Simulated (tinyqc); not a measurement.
UKS/LDA (PW92) in the sto-3g basis, for LiH+, spin multiplicity 2, step by step (part 1 of 2). Computed by tinyqc, a small Python program that keeps every step (integrals from PySCF). Settings: charge = 1, multiplicity = 2, basis = sto-3g, energy threshold = 1e-08, iteration cap = 58, orthogonalisation = canonical, start = core, DIIS depth = 6, DIIS from iteration = 2, shift = 0.2, method = UKS, functional = lda,pw, grid = [30, 86]. Command: `OMP_NUM_THREADS=1 python tinyqc.py 27986 27987 out.jsonl` (the two numbers bound the seeds that draw the settings). One thread of a shared host (Intel(R) Xeon(R) Processor @ 2.60GHz), about 0.9 s of CPU time with the checks. Later iterations appear only in the table of the cycle.

## One-electron integrals

Geometry (angstrom):

| atom | x | y | z |
|---|---|---|---|
| Li | 0.0000 | 0.0000 | 0.0000 |
| H | 0.0000 | 0.0000 | 3.1390 |

Basis sto-3g: exponents (1/bohr^2) and contraction coefficients of normalised primitives:

| element | l (shell) | exponent | coefficient |
|---|---|---|---|
| Li | s (1) | 16.1196 | 0.1543 |
| Li | s (1) | 2.9362 | 0.5353 |
| Li | s (1) | 0.7947 | 0.4446 |
| Li | s (2) | 0.6363 | -0.1000 |
| Li | s (2) | 0.1479 | 0.3995 |
| Li | s (2) | 0.0481 | 0.7001 |
| Li | p (3) | 0.6363 | 0.1559 |
| Li | p (3) | 0.1479 | 0.6077 |
| Li | p (3) | 0.0481 | 0.3920 |
| H | s (1) | 3.4253 | 0.1543 |
| H | s (1) | 0.6239 | 0.5353 |
| H | s (1) | 0.1689 | 0.4446 |

Overlap, kinetic and nuclear-attraction integrals over the contracted functions; the nuclear repulsion is the sum of Za Zb / Rab.

nuclear repulsion = 0.505744 hartree

overlap S:
```
         1Li 1s  1Li 2s  1Li 2px  1Li 2py  1Li 2pz   2H 1s
1Li 1s   1.0000  0.2411   0.0000   0.0000   0.0000  0.0013
1Li 2s   0.2411  1.0000   0.0000   0.0000   0.0000  0.1074
1Li 2px  0.0000  0.0000   1.0000   0.0000   0.0000  0.0000
1Li 2py  0.0000  0.0000   0.0000   1.0000   0.0000  0.0000
1Li 2pz  0.0000  0.0000   0.0000   0.0000   1.0000  0.1689
2H 1s    0.0013  0.1074   0.0000   0.0000   0.1689  1.0000
```

kinetic energy T (hartree):
```
          1Li 1s   1Li 2s  1Li 2px  1Li 2py  1Li 2pz    2H 1s
1Li 1s    3.5768  -0.0202   0.0000   0.0000   0.0000  -0.0013
1Li 2s   -0.0202   0.1022   0.0000   0.0000   0.0000  -0.0029
1Li 2px   0.0000   0.0000   0.3197   0.0000   0.0000   0.0000
1Li 2py   0.0000   0.0000   0.0000   0.3197   0.0000   0.0000
1Li 2pz   0.0000   0.0000   0.0000   0.0000   0.3197   0.0019
2H 1s    -0.0013  -0.0029   0.0000   0.0000   0.0019   0.7600
```

nuclear attraction V (hartree):
```
          1Li 1s   1Li 2s  1Li 2px  1Li 2py  1Li 2pz    2H 1s
1Li 1s   -8.1515  -1.0050   0.0000   0.0000  -0.0042  -0.0043
1Li 2s   -1.0050  -1.3747   0.0000   0.0000  -0.0498  -0.1346
1Li 2px   0.0000   0.0000  -1.3546   0.0000   0.0000   0.0000
1Li 2py   0.0000   0.0000   0.0000  -1.3546   0.0000   0.0000
1Li 2pz  -0.0042  -0.0498   0.0000   0.0000  -1.3855  -0.2129
2H 1s    -0.0043  -0.1346   0.0000   0.0000  -0.2129  -1.7324
```

core Hamiltonian H = T + V (hartree):
```
          1Li 1s   1Li 2s  1Li 2px  1Li 2py  1Li 2pz    2H 1s
1Li 1s   -4.5747  -1.0252   0.0000   0.0000  -0.0042  -0.0056
1Li 2s   -1.0252  -1.2726   0.0000   0.0000  -0.0498  -0.1374
1Li 2px   0.0000   0.0000  -1.0350   0.0000   0.0000   0.0000
1Li 2py   0.0000   0.0000   0.0000  -1.0350   0.0000   0.0000
1Li 2pz  -0.0042  -0.0498   0.0000   0.0000  -1.0658  -0.2110
2H 1s    -0.0056  -0.1374   0.0000   0.0000  -0.2110  -0.9723
```

## Two-electron integrals

Functions are numbered as in S; the eight-fold symmetry (ij|kl) = (ji|kl) = (kl|ij) leaves the list below.

Two-electron integrals (ij|kl) in chemists' order, unique and non-zero (hartree):
```
(11|11) 1.6804     (21|11) 0.2654     (21|21) 0.0499     (22|11) 0.3977
(22|21) 0.0929     (22|22) 0.2906     (31|31) 0.0090     (32|31) 0.0138
(32|32) 0.0642     (33|11) 0.3966     (33|21) 0.0929     (33|22) 0.2905
(33|33) 0.3129     (41|41) 0.0090     (42|41) 0.0138     (42|42) 0.0642
(43|43) 0.0169     (44|11) 0.3966     (44|21) 0.0929     (44|22) 0.2905
(44|33) 0.2792     (44|44) 0.3129     (51|51) 0.0090     (52|51) 0.0138
(52|52) 0.0642     (53|53) 0.0169     (54|54) 0.0169     (55|11) 0.3966
(55|21) 0.0929     (55|22) 0.2905     (55|33) 0.2792     (55|44) 0.2792
(55|55) 0.3129     (61|11) 0.0012     (61|21) 2.30e-04   (61|22) 4.72e-04
(61|33) 4.62e-04   (61|44) 4.62e-04   (61|51) 4.09e-05   (61|52) 8.80e-05
(61|55) 4.93e-04   (61|61) 1.33e-06   (62|11) 0.0230     (62|21) 0.0055
(62|22) 0.0216     (62|33) 0.0203     (62|44) 0.0203     (62|51) 0.0007
(62|52) 0.0067     (62|55) 0.0241     (62|61) 3.51e-05   (62|62) 0.0049
(63|31) 1.48e-04   (63|32) 0.0011     (63|53) 0.0006     (63|63) 1.43e-04
(64|41) 1.48e-04   (64|42) 0.0011     (64|54) 0.0006     (64|64) 1.43e-04
(65|11) 0.0354     (65|21) 0.0085     (65|22) 0.0336     (65|33) 0.0315
(65|44) 0.0315     (65|51) 0.0011     (65|52) 0.0105     (65|55) 0.0377
(65|61) 5.44e-05   (65|62) 0.0079     (65|65) 0.0127     (66|11) 0.1686
(66|21) 0.0407     (66|22) 0.1673     (66|33) 0.1574     (66|44) 0.1574
(66|51) 0.0042     (66|52) 0.0489     (66|55) 0.1869     (66|61) 2.50e-04
(66|62) 0.0540     (66|65) 0.0874     (66|66) 0.7746
```

## Orthogonalisation

S = U s U^T; canonical form X = U s^(-1/2), so that X^T S X = 1. Each column of U has its largest component positive (the first on a tie).

eigenvalues of S: 0.7240  0.8522  1.0000  1.0000  1.1466  1.2772

X:
```
               1        2       3        4        5       6
1Li 1s   -0.6780   0.4436  0.0000   0.0000  -0.3821  0.5100
1Li 2s    0.7786  -0.2686  0.0000   0.0000  -0.2351  0.5844
1Li 2px   0.0000   0.0000  0.0916   0.9958   0.0000  0.0000
1Li 2py   0.0000   0.0000  0.9958  -0.0916   0.0000  0.0000
1Li 2pz   0.2931   0.7157  0.0000   0.0000   0.6185  0.2215
2H 1s    -0.4791  -0.6264  0.0000   0.0000   0.5370  0.3636
```

Within a degenerate level the vectors are fixed only up to a rotation; this is one choice.

## Starting guess

The start is the orbitals of the core Hamiltonian; D(s) = C_occ C_occ^T for each spin.

D(alpha) at the start:
```
          1Li 1s   1Li 2s  1Li 2px  1Li 2py  1Li 2pz    2H 1s
1Li 1s    1.0438  -0.1733   0.0000   0.0000  -0.0985  -0.0201
1Li 2s   -0.1733   0.6800   0.0000   0.0000   0.4513   0.1018
1Li 2px   0.0000   0.0000   0.0000   0.0000   0.0000   0.0000
1Li 2py   0.0000   0.0000   0.0000   0.0000   0.0000   0.0000
1Li 2pz  -0.0985   0.4513   0.0000   0.0000   0.2999   0.0677
2H 1s    -0.0201   0.1018   0.0000   0.0000   0.0677   0.0153
```

D(beta) at the start:
```
          1Li 1s   1Li 2s  1Li 2px  1Li 2py  1Li 2pz    2H 1s
1Li 1s    1.0111  -0.0242   0.0000   0.0000   0.0005   0.0023
1Li 2s   -0.0242   0.0006   0.0000   0.0000   0.0000  -0.0001
1Li 2px   0.0000   0.0000   0.0000   0.0000   0.0000   0.0000
1Li 2py   0.0000   0.0000   0.0000   0.0000   0.0000   0.0000
1Li 2pz   0.0005   0.0000   0.0000   0.0000   0.0000   0.0000
2H 1s     0.0023  -0.0001   0.0000   0.0000   0.0000   0.0000
```

## Iteration 1: exchange-correlation on the grid

Becke grid with 30 radial and 86 angular points per atom, points of zero weight dropped. rho = sum D_ij phi_i phi_j; V_xc,ij = sum w v_xc phi_i phi_j; v_xc is d(rho eps)/d rho(s) for spin s.

The 12 grid points with the largest w rho, of 5149 (bohr, atomic units):

| x | y | z | w | rho(alpha) | rho(beta) | eps_xc | v_xc(alpha) |
|---|---|---|---|---|---|---|---|
| 0.0000 | 0.0000 | 2.9155 | 0.6237 | 0.0093 | 7.72e-07 | -0.2157 | -0.2841 |
| 0.0000 | -1.0911 | 2.7036 | 0.6511 | 0.0084 | 8.06e-07 | -0.2093 | -0.2755 |
| -1.0911 | 0.0000 | 2.7036 | 0.6511 | 0.0084 | 8.06e-07 | -0.2093 | -0.2755 |
| 1.0911 | 0.0000 | 2.7036 | 0.6511 | 0.0084 | 8.06e-07 | -0.2093 | -0.2755 |
| 0.0000 | 1.0911 | 2.7036 | 0.6511 | 0.0084 | 8.06e-07 | -0.2093 | -0.2755 |
| 0.0000 | 0.0000 | 2.4230 | 0.3897 | 0.0135 | 1.04e-06 | -0.2426 | -0.3196 |
| 0.0000 | -1.3014 | 3.2248 | 0.9737 | 0.0051 | 7.55e-07 | -0.1782 | -0.2345 |
| 1.3014 | 0.0000 | 3.2248 | 0.9737 | 0.0051 | 7.55e-07 | -0.1782 | -0.2345 |
| -1.3014 | 0.0000 | 3.2248 | 0.9737 | 0.0051 | 7.55e-07 | -0.1782 | -0.2345 |
| 0.0000 | 1.3014 | 3.2248 | 0.9737 | 0.0051 | 7.55e-07 | -0.1782 | -0.2345 |
| 0.0000 | -0.9068 | 2.2469 | 0.3998 | 0.0124 | 1.01e-06 | -0.2361 | -0.3111 |
| 0.9068 | 0.0000 | 2.2469 | 0.3998 | 0.0124 | 1.01e-06 | -0.2361 | -0.3111 |

electrons on the grid, sum of w rho = 3.0000

E_xc = sum of w rho eps_xc = -1.769025 hartree

V_xc(alpha) (hartree):
```
          1Li 1s   1Li 2s  1Li 2px  1Li 2py  1Li 2pz    2H 1s
1Li 1s   -1.0469  -0.1402   0.0000   0.0000  -0.0064  -0.0006
1Li 2s   -0.1402  -0.1759   0.0000   0.0000  -0.0628  -0.0183
1Li 2px   0.0000   0.0000  -0.1753   0.0000   0.0000   0.0000
1Li 2py   0.0000   0.0000   0.0000  -0.1753   0.0000   0.0000
1Li 2pz  -0.0064  -0.0628   0.0000   0.0000  -0.1724  -0.0287
2H 1s    -0.0006  -0.0183   0.0000   0.0000  -0.0287  -0.1735
```

V_xc(beta) (hartree):
```
          1Li 1s   1Li 2s  1Li 2px  1Li 2py  1Li 2pz    2H 1s
1Li 1s   -1.0398  -0.1349   0.0000   0.0000  -0.0024  -0.0006
1Li 2s   -0.1349  -0.1305   0.0000   0.0000  -0.0310  -0.0118
1Li 2px   0.0000   0.0000  -0.1314   0.0000   0.0000   0.0000
1Li 2py   0.0000   0.0000   0.0000  -0.1314   0.0000   0.0000
1Li 2pz  -0.0024  -0.0310   0.0000   0.0000  -0.1251  -0.0184
2H 1s    -0.0006  -0.0118   0.0000   0.0000  -0.0184  -0.1102
```

## Iteration 1: building the Kohn-Sham matrix

J_ij = sum D_kl (ij|kl) with D = D(alpha) + D(beta); F = H + J + V_xc; E = tr D H + tr D J / 2 + E_xc + E_nn.

Coulomb J (hartree):
```
         1Li 1s  1Li 2s  1Li 2px  1Li 2py  1Li 2pz   2H 1s
1Li 1s   3.7498  0.6196   0.0000   0.0000   0.0110  0.0029
1Li 2s   0.6196  1.0769   0.0000   0.0000   0.0588  0.0758
1Li 2px  0.0000  0.0000   1.0706   0.0000   0.0000  0.0000
1Li 2py  0.0000  0.0000   0.0000   1.0706   0.0000  0.0000
1Li 2pz  0.0110  0.0588   0.0000   0.0000   1.0828  0.1174
2H 1s    0.0029  0.0758   0.0000   0.0000   0.1174  0.5782
```

F(alpha) (hartree):
```
          1Li 1s   1Li 2s  1Li 2px  1Li 2py  1Li 2pz    2H 1s
1Li 1s   -1.8718  -0.5458   0.0000   0.0000   0.0004  -0.0034
1Li 2s   -0.5458  -0.3715   0.0000   0.0000  -0.0538  -0.0800
1Li 2px   0.0000   0.0000  -0.1397   0.0000   0.0000   0.0000
1Li 2py   0.0000   0.0000   0.0000  -0.1397   0.0000   0.0000
1Li 2pz   0.0004  -0.0538   0.0000   0.0000  -0.1555  -0.1222
2H 1s    -0.0034  -0.0800   0.0000   0.0000  -0.1222  -0.5676
```

F(beta) (hartree):
```
          1Li 1s   1Li 2s  1Li 2px  1Li 2py  1Li 2pz    2H 1s
1Li 1s   -1.8646  -0.5405   0.0000   0.0000   0.0045  -0.0033
1Li 2s   -0.5405  -0.3261   0.0000   0.0000  -0.0220  -0.0734
1Li 2px   0.0000   0.0000  -0.0958   0.0000   0.0000   0.0000
1Li 2py   0.0000   0.0000   0.0000  -0.0958   0.0000   0.0000
1Li 2pz   0.0045  -0.0220   0.0000   0.0000  -0.1081  -0.1119
2H 1s    -0.0033  -0.0734   0.0000   0.0000  -0.1119  -0.5043
```

total energy of this density = -7.255098 hartree

## Iteration 1: diagonalisation and new density

A level shift of 0.2 hartree raises the virtual space: F + shift (S - S D(s) S), with D(s) the density of one spin. Diagonalise F' = X^T F X, C = X C', fill 2 alpha and 1 beta electrons from the bottom; D(s) = C_occ C_occ^T. Each column has its largest component positive (the first on a tie).

F' = X^T F X (alpha) (hartree):
```
         1        2       3       4        5        6
1  -0.5160   0.2539  0.0000  0.0000  -0.3551   0.5252
2   0.2539  -0.2914  0.0000  0.0000   0.4658  -0.3742
3   0.0000   0.0000  0.0603  0.0000   0.0000   0.0000
4   0.0000   0.0000  0.0000  0.0603   0.0000   0.0000
5  -0.3551   0.4658  0.0000  0.0000  -0.5172   0.4032
6   0.5252  -0.3742  0.0000  0.0000   0.4032  -1.0728
```

orbital energies (alpha) (hartree): MO1 -1.8772, MO2 -0.4235, MO3 -0.1780, MO4 0.0603, MO5 0.0603, MO6 0.0813

coefficients C (alpha):
```
             MO1      MO2      MO3     MO4      MO5      MO6
1Li 1s    0.9844  -0.1041  -0.2501  0.0000   0.0000   0.1415
1Li 2s    0.0581   0.3325   0.8482  0.0000   0.0000  -0.4918
1Li 2px   0.0000   0.0000   0.0000  0.0046   1.0000   0.0000
1Li 2py   0.0000   0.0000   0.0000  1.0000  -0.0046   0.0000
1Li 2pz   0.0058   0.2266   0.4462  0.0000   0.0000   0.8828
2H 1s    -0.0031   0.8478  -0.5519  0.0000   0.0000  -0.1381
```

F' = X^T F X (beta) (hartree):
```
         1        2       3       4        5        6
1  -0.3885   0.2814  0.0000  0.0000  -0.3167   0.6353
2   0.2814  -0.2557  0.0000  0.0000   0.4572  -0.3729
3   0.0000   0.0000  0.1042  0.0000   0.0000   0.0000
4   0.0000   0.0000  0.0000  0.1042   0.0000   0.0000
5  -0.3167   0.4572  0.0000  0.0000  -0.4617   0.4741
6   0.6353  -0.3729  0.0000  0.0000   0.4741  -0.9272
```

orbital energies (beta) (hartree): MO1 -1.8688, MO2 -0.3073, MO3 0.0276, MO4 0.1042, MO5 0.1042, MO6 0.1155

coefficients C (beta):
```
             MO1      MO2      MO3      MO4     MO5      MO6
1Li 1s    0.9871  -0.0202  -0.2943   0.0000  0.0000   0.0326
1Li 2s    0.0489   0.0627   1.0285   0.0000  0.0000  -0.1054
1Li 2px   0.0000   0.0000   0.0000  -0.4420  0.8970   0.0000
1Li 2py   0.0000   0.0000   0.0000   0.8970  0.4420   0.0000
1Li 2pz  -0.0011   0.0680   0.1184   0.0000  0.0000   1.0055
2H 1s    -0.0039   0.9778  -0.1970   0.0000  0.0000  -0.2181
```

D(alpha) after iteration 1:
```
          1Li 1s  1Li 2s  1Li 2px  1Li 2py  1Li 2pz    2H 1s
1Li 1s    0.9799  0.0226   0.0000   0.0000  -0.0179  -0.0912
1Li 2s    0.0226  0.1140   0.0000   0.0000   0.0757   0.2817
1Li 2px   0.0000  0.0000   0.0000   0.0000   0.0000   0.0000
1Li 2py   0.0000  0.0000   0.0000   0.0000   0.0000   0.0000
1Li 2pz  -0.0179  0.0757   0.0000   0.0000   0.0514   0.1921
2H 1s    -0.0912  0.2817   0.0000   0.0000   0.1921   0.7187
```

D(beta) after iteration 1:
```
          1Li 1s   1Li 2s  1Li 2px  1Li 2py  1Li 2pz    2H 1s
1Li 1s    0.9743   0.0483   0.0000   0.0000  -0.0011  -0.0038
1Li 2s    0.0483   0.0024   0.0000   0.0000  -0.0001  -0.0002
1Li 2px   0.0000   0.0000   0.0000   0.0000   0.0000   0.0000
1Li 2py   0.0000   0.0000   0.0000   0.0000   0.0000   0.0000
1Li 2pz  -0.0011  -0.0001   0.0000   0.0000   0.0000   0.0000
2H 1s    -0.0038  -0.0002   0.0000   0.0000   0.0000   0.0000
```

Within a degenerate level the vectors are fixed only up to a rotation; this is one choice.

## Iteration 2: exchange-correlation on the grid

As before.

The 12 grid points with the largest w rho, of 5149 (bohr, atomic units):

| x | y | z | w | rho(alpha) | rho(beta) | eps_xc | v_xc(alpha) |
|---|---|---|---|---|---|---|---|
| 0.0000 | 0.0000 | 4.1171 | 0.6693 | 0.0082 | 1.01e-06 | -0.2070 | -0.2725 |
| 0.3474 | -0.3474 | -0.3474 | 0.0095 | 0.2462 | 0.2456 | -0.6484 | -0.8510 |
| -0.3474 | -0.3474 | -0.3474 | 0.0095 | 0.2462 | 0.2456 | -0.6484 | -0.8510 |
| -0.3474 | 0.3474 | -0.3474 | 0.0095 | 0.2462 | 0.2456 | -0.6484 | -0.8510 |
| 0.3474 | 0.3474 | -0.3474 | 0.0095 | 0.2462 | 0.2456 | -0.6484 | -0.8510 |
| -0.3474 | 0.3474 | 0.3474 | 0.0095 | 0.2454 | 0.2454 | -0.6480 | -0.8501 |
| -0.3474 | -0.3474 | 0.3474 | 0.0095 | 0.2454 | 0.2454 | -0.6480 | -0.8501 |
| 0.3474 | 0.3474 | 0.3474 | 0.0095 | 0.2454 | 0.2454 | -0.6480 | -0.8501 |
| 0.3474 | -0.3474 | 0.3474 | 0.0095 | 0.2454 | 0.2454 | -0.6480 | -0.8501 |
| 0.4178 | -0.1138 | -0.4178 | 0.0094 | 0.2464 | 0.2456 | -0.6485 | -0.8512 |
| 0.1138 | -0.4178 | -0.4178 | 0.0094 | 0.2464 | 0.2456 | -0.6485 | -0.8512 |
| -0.1138 | -0.4178 | -0.4178 | 0.0094 | 0.2464 | 0.2456 | -0.6485 | -0.8512 |

electrons on the grid, sum of w rho = 2.9996

E_xc = sum of w rho eps_xc = -1.832409 hartree

V_xc(alpha) (hartree):
```
          1Li 1s   1Li 2s  1Li 2px  1Li 2py  1Li 2pz    2H 1s
1Li 1s   -1.0337  -0.1350   0.0000   0.0000  -0.0019  -0.0006
1Li 2s   -0.1350  -0.1287   0.0000   0.0000  -0.0352  -0.0276
1Li 2px   0.0000   0.0000  -0.1238   0.0000   0.0000   0.0000
1Li 2py   0.0000   0.0000   0.0000  -0.1238   0.0000   0.0000
1Li 2pz  -0.0019  -0.0352   0.0000   0.0000  -0.1347  -0.0447
2H 1s    -0.0006  -0.0276   0.0000   0.0000  -0.0447  -0.4352
```

V_xc(beta) (hartree):
```
          1Li 1s   1Li 2s  1Li 2px  1Li 2py  1Li 2pz    2H 1s
1Li 1s   -1.0324  -0.1336   0.0000   0.0000  -0.0008  -0.0005
1Li 2s   -0.1336  -0.1122   0.0000   0.0000  -0.0208  -0.0148
1Li 2px   0.0000   0.0000  -0.1098   0.0000   0.0000   0.0000
1Li 2py   0.0000   0.0000   0.0000  -0.1098   0.0000   0.0000
1Li 2pz  -0.0008  -0.0208   0.0000   0.0000  -0.1137  -0.0236
2H 1s    -0.0005  -0.0148   0.0000   0.0000  -0.0236  -0.1869
```

## Iteration 2: building the Kohn-Sham matrix

As before.

Coulomb J (hartree):
```
         1Li 1s  1Li 2s  1Li 2px  1Li 2py  1Li 2pz   2H 1s
1Li 1s   3.5356  0.5769   0.0000   0.0000   0.0056  0.0026
1Li 2s   0.5769  0.9844   0.0000   0.0000   0.0521  0.0950
1Li 2px  0.0000  0.0000   0.9730   0.0000   0.0000  0.0000
1Li 2py  0.0000  0.0000   0.0000   0.9730   0.0000  0.0000
1Li 2pz  0.0056  0.0521   0.0000   0.0000   1.0004  0.1499
2H 1s    0.0026  0.0950   0.0000   0.0000   0.1499  0.9922
```

F(alpha) (hartree):
```
          1Li 1s   1Li 2s  1Li 2px  1Li 2py  1Li 2pz    2H 1s
1Li 1s   -2.0727  -0.5833   0.0000   0.0000  -0.0006  -0.0036
1Li 2s   -0.5833  -0.4168   0.0000   0.0000  -0.0329  -0.0700
1Li 2px   0.0000   0.0000  -0.1858   0.0000   0.0000   0.0000
1Li 2py   0.0000   0.0000   0.0000  -0.1858   0.0000   0.0000
1Li 2pz  -0.0006  -0.0329   0.0000   0.0000  -0.2000  -0.1058
2H 1s    -0.0036  -0.0700   0.0000   0.0000  -0.1058  -0.4153
```

F(beta) (hartree):
```
          1Li 1s   1Li 2s  1Li 2px  1Li 2py  1Li 2pz    2H 1s
1Li 1s   -2.0714  -0.5819   0.0000   0.0000   0.0006  -0.0035
1Li 2s   -0.5819  -0.4004   0.0000   0.0000  -0.0184  -0.0572
1Li 2px   0.0000   0.0000  -0.1718   0.0000   0.0000   0.0000
1Li 2py   0.0000   0.0000   0.0000  -0.1718   0.0000   0.0000
1Li 2pz   0.0006  -0.0184   0.0000   0.0000  -0.1791  -0.0848
2H 1s    -0.0035  -0.0572   0.0000   0.0000  -0.0848  -0.1671
```

total energy of this density = -7.484114 hartree
